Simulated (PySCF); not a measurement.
Gas-phase reaction: 4 Cl₂ + C₅H₈ (cyclic) → 2 CH₃CCl₃ + CH₂Cl₂

Computed with PySCF and rigid-rotor harmonic-oscillator thermochemistry at 1 bar. † marks an energy on the PBE0/def2-TZVP geometry and frequencies; other levels use their own. CCSD(T) freezes the core. 6-31G* has spherical d functions here. All species are closed-shell singlets. B3LYP is the form with VWN-RPA correlation. CCSD(T) isn't extrapolated to the basis-set limit. The harmonic model lacks anharmonicity and excited electronic states, which grow with temperature; levels with a mode under 35 cm⁻¹ are left out. Internal rotation in CH₃CCl₃ is treated as a harmonic vibration of one conformer, which makes the entropy rough.

```csv
level,"ΔE electronic, kJ","ΔH°(298 K), kJ","ΔS°(298 K), J/K","ΔG°(1400 K), kJ"
B3LYP/6-31G*,-444,-440,-275,-76
BLYP/def2-TZVP†,-334,-332,-272,28
CCSD(T)/def2-SVP†,-469,-466,-272,-107
HF/6-31G*,-464,-459,-281,-85
HF/def2-TZVP†,-382,-380,-272,-20
PBE/def2-TZVP†,-393,-391,-272,-31
LDA/def2-TZVP†,-476,-473,-272,-114
ωB97X-V/def2-TZVP†,-443,-440,-272,-81
```
ΔH° is lowest at LDA/def2-TZVP† and highest at BLYP/def2-TZVP†. No reference value is set beside these.
